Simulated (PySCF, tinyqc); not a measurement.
A ladder of methods, and size consistency: correlation methods against full CI in the sto-6g basis, for HF, spin multiplicity 1. Computed by the program tinyqc with PySCF. 

Geometry (angstrom):
```
atom       x       y       z
F     0.0000  0.0000  0.0000
H     0.0000  0.0000  1.2370
```

RHF energy of one = -99.439829 hartree

All electrons correlated; +Q is the Davidson correction (1 - c0^2) E_corr. The last columns treat two copies 100 angstrom apart as one system. FCI is the lowest singlet.

Correlation energies (hartree):
```
method   E_corr of one  share of FCI (%)  E_corr of two at 100 angstrom  two minus twice one (mhartree)
MP2          -0.035713           59.1373                      -0.071426                          0.0000
CISD         -0.060390          100.0000                      -0.114488                          6.2928
CISD+Q       -0.063892          105.7991                      -0.125826                          1.9592
CCSD         -0.060390          100.0000                      -0.120781                          0.0000
CCSD(T)      -0.060390          100.0000                      -0.120781                          0.0000
FCI          -0.060390          100.0000                              -                               -
```

MP2 recovers 59 %, CISD 100.0 % and CCSD 100.0 % of the FCI value (c0^2 = 0.942 in CISD). MP2 and coupled cluster are size consistent, so their last column vanishes; CISD loses 6.29 mhartree, since a double excitation on each copy is a quadruple of the pair, and the Davidson correction leaves +1.96. With two electrons, or one virtual orbital, CISD and CCSD are exact for one copy, so +Q overshoots there. The restricted reference is unstable here: a spin-polarised solution lies 0.0015 hartree lower (PySCF), so results built on it describe a poor reference.
